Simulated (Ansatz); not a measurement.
`CC/C=C/S`. Total charge 0; spin multiplicity 1.

Cartesian coordinates in Å:
```
C 0.252 -1.824 0.428
C 0.342 -0.722 -0.622
C 0.203 0.643 -0.034
C -0.764 1.496 -0.353
S -1.040 3.105 0.271
H -0.721 -1.811 0.924
H 1.018 -1.697 1.197
H 0.393 -2.810 -0.023
H -0.426 -0.870 -1.387
H 1.309 -0.798 -1.136
H 0.944 0.928 0.712
H -1.514 1.224 -1.092
H 0.004 3.137 1.115
```

Q: List the harmonic frequencies (cm⁻¹, unscaled) at PBE0-D4/def2-TZVP in Ansatz. (Estimate.)

A: Ansatz gave: 92, 156, 197, 265, 290, 381, 435, 745, 807, 821, 908, 961, 968, 1051, 1092, 1154, 1260, 1306, 1316, 1357, 1401, 1472, 1488, 1496, 1707, 2707, 3027, 3047, 3077, 3121, 3127, 3140, 3171.

Q: Is this a minimum?

A: Yes, all 33 modes are real.

Q: Give the ideal-gas thermochemistry at 298.15 K and 1 bar (rigid rotor, harmonic oscillator; point group C1, symmetry number 1).

A: Zero-point energy 284.4 kJ/mol; H(298) − E = 304.7 kJ/mol; entropy 337.8 J/(mol·K), of which translation 164.7, rotation 111.6, vibration 61.5; G(298) − E = 204.0 kJ/mol. Modes under 100 cm⁻¹ are hindered rotations or soft bends, so the harmonic entropy is rough.

Q: And at 400, 500, 600, 800 and 1000 K?

A: 
```
T (K)  H − E (kJ/mol)  S (J/mol/K)  G − E (kJ/mol)
  400           316.7        372.3           167.8
  500           331.0        403.9           129.0
  600           347.2        433.6            87.1
  800           384.9        487.5            -5.1
 1000           427.7        535.1          -107.5
```
